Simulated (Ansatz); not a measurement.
**Diamond**

These are LDA (plane waves, PAW; Ansatz, a program for electronic structure) values and carry that method's errors.

Run with plane-wave cutoff 500 eV, 12×12×1 k mesh (along the axes of the cell as run), gaussian smearing 0.02 eV, scalar-relativistic PAW data made under PBE.

Cell: relaxed at this level.

* **surface energy of the (100) face**: 9.35 J/m²

The slab of 16 atoms is relaxed and unreconstructed.

Static lattice: no zero-point or thermal effects.
